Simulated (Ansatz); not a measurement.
System: C$_{2}$H$_{5}$, charge 0, doublet. C2H5 (SMILES [CH2]C, doublet).
HTBH set geometry:
```xyz
7

C      0.0093    -0.0052    -0.7948
C      0.0093    -0.0052     0.6953
H      0.0093    -1.0190     1.0963
H      0.3835     0.8433    -1.3477
H     -0.8783     0.4958     1.1010
H      0.8768     0.5198     1.0962
H     -0.5034    -0.7774    -1.3484
```
Charge 0, spin multiplicity 2.

Total energies in aug-cc-pVDZ, 13 correlated electrons, 2 frozen orbitals. Radicals and triplets start from unrestricted determinants; spin-orbit coupling is neglected. Cores are frozen in correlated methods. No relativity.

| method | program | energy (Eh) | minus CCSDT(Q) (mEh) |
|---|---|---|---|
| HF | Ansatz | -78.60704 | 324.70 |
| MP2 | Ansatz | -78.88534 | 46.40 |
| CCSD | Ansatz | -78.92198 | 9.76 |
| CCSD(T) | Ansatz | -78.93058 | 1.17 |
| CCSDT(Q) | Ansatz | -78.93175 | 0.00 |

Rough core times of Ansatz's runs on a shared machine: CCSD(T) under 20 s, CCSDT(Q) 40 min.

Ansatz is an electronic-structure program.
